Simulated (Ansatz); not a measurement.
A made-up structure of CH2MgSi, closed shell:

```tsv
atom	x (Å)	y (Å)	z (Å)
C1	-0.5382	-0.6176	-0.1186
Si2	0.6614	0.6567	0.1673
Mg3	0.9503	-1.6185	0.7680
H4	-1.5183	-0.5241	-0.5862
H5	-0.1595	-1.6068	-0.0780
```

It is relaxed with PBE-D4/def2-SVP and then PBE0-D4/def2-TZVP (Ansatz 0.2.0). Atoms count as bonded within 1.22 times the sum of their covalent radii (H–H: 0.88 Å). The end point is not checked to be a true minimum.

Question: Does its bonding change? (A judgement: the text doesn't fix the answer.)

Answer: The calculation gives: Yes. Formed: none; broken: C1–Mg3, Mg3–H5.

Where it ends: The first stage lowers the energy by 2.21 eV in 12 steps. It ends as CH₂MgSi ([CH2][Si][Mg]):
C1  (-0.752, -0.647, -0.291)
Si2  (0.529, 0.404, 0.207)
Mg3  (2.100, -1.568, 1.224)
H4  (-1.615, -0.178, -0.774)
H5  (-0.867, -1.722, -0.213)
(Å)

Labels in which every atom is bracketed show which atoms are joined, not bond orders.

For scale, one of the runs: PBE0-D4/def2-TZVP relaxation, 112 basis functions, launched by `ansatz run in.yaml --threads 2 --pin off --events-out ev --progress --plain --max-ram 4352MiB`. Hardware: 2 CPU threads of an Arm Neoverse V2, shared host. Wall time about 17 s.
